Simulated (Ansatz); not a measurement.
Two isomers of C8H18: A = `CCC(C)CC(C)C`, B = `CCC(C)(CC)CC`.

Computed with Ansatz on PBE0-D4/def2-TZVP structures; ΔE is electronic, products minus reactants. CCSD(T)/CBS is the MP2 limit (def2-TZVPP, def2-QZVPP) plus CCSD(T) − MP2 in def2-TZVPP, frozen cores. DFT in def2-TZVPP. B3LYP here is the variant with VWN-RPA as its local correlation; programs differ in this. Each species was taken in one conformer, which may not be the lowest.

A:

Z-matrix (Å, degrees):
```
C
C 1 1.520
H 1 1.092 2 111.0
H 1 1.094 2 111.0 3 119.6
H 1 1.092 2 112.1 3 -120.1
C 2 1.527 1 114.6 3 -174.9
H 2 1.098 1 109.7 3 62.6
H 2 1.094 1 108.5 3 -52.8
C 6 1.528 2 111.9 1 177.0
C 6 1.523 2 111.9 1 -59.8
H 6 1.098 2 107.6 1 58.2
C 9 1.527 6 117.3 2 -58.2
H 9 1.098 6 108.3 2 179.3
H 9 1.098 6 108.3 2 65.0
H 10 1.093 6 110.8 2 -178.5
H 10 1.095 6 110.7 2 -59.2
H 10 1.091 6 112.2 2 61.2
C 12 1.522 9 109.8 6 179.9
C 12 1.522 9 112.2 6 -56.7
H 12 1.097 9 108.5 6 62.7
H 18 1.095 12 110.7 9 62.9
H 18 1.093 12 111.4 9 -177.3
H 18 1.093 12 111.4 9 -56.8
H 19 1.092 12 112.1 9 62.7
H 19 1.095 12 110.7 9 -57.6
H 19 1.093 12 110.9 9 -177.0
```

B:

Z-matrix (Å, degrees):
```
C
C 1 1.519
H 1 1.093 2 111.9
H 1 1.092 2 112.1 3 -121.1
H 1 1.093 2 110.4 3 119.4
C 2 1.538 1 116.6 3 63.2
H 2 1.096 1 108.9 3 -60.1
H 2 1.096 1 109.1 3 -174.8
C 6 1.535 2 111.5 1 -54.8
C 6 1.538 2 106.6 1 -176.6
C 6 1.527 2 109.6 1 64.9
C 9 1.519 6 116.0 2 -59.5
H 9 1.095 6 108.3 2 177.3
H 9 1.095 6 108.3 2 63.7
C 10 1.520 6 116.6 2 176.3
H 10 1.096 6 108.6 2 52.9
H 10 1.097 6 107.5 2 -60.8
H 11 1.094 6 111.0 2 58.2
H 11 1.092 6 111.4 2 -62.2
H 11 1.092 6 111.4 2 178.5
H 12 1.093 9 111.9 6 -60.3
H 12 1.092 9 110.6 6 -180.0
H 12 1.093 9 111.9 6 60.4
H 15 1.093 10 110.4 6 177.3
H 15 1.092 10 112.1 6 57.8
H 15 1.093 10 111.9 6 -63.4
```

(1) Which is lower in electronic energy at CCSD(T)/CBS, and by how much? (An estimate is asked.)

(2) Give E(B) − E(A) in kcal/mol with CCSD(T)/def2-SVP, BLYP-D4, B3LYP-D4, B3LYP, B2PLYP, HF/def2-TZVPP, LDA (SPW92). (Estimate.)

Largest T1 diagnostic: 0.009.

## Answers

(1) Computed: A, by 0.7 kcal/mol.

(2) Computed: CCSD(T)/def2-SVP 0.7, BLYP-D4 1.1, B3LYP-D4 1.2, B3LYP 3.4, B2PLYP 2.1, HF/def2-TZVPP 4.3, LDA (SPW92) 0.1. None reverses the order clearly.

In def2-TZVPP, CCSD(T) changes the Hartree–Fock value by −3.7 kcal/mol (the triples alone add −0.5 kcal/mol) and MP2 by −4.3 kcal/mol. Leaving LDA and LC-ωPBE aside and taking each functional with its dispersion term where it has one, the values, not all of them listed here, spread over 1.6 kcal/mol, from revPBE-D4 to B2PLYP. LDA lies −2.5 kcal/mol from PBE without D4.
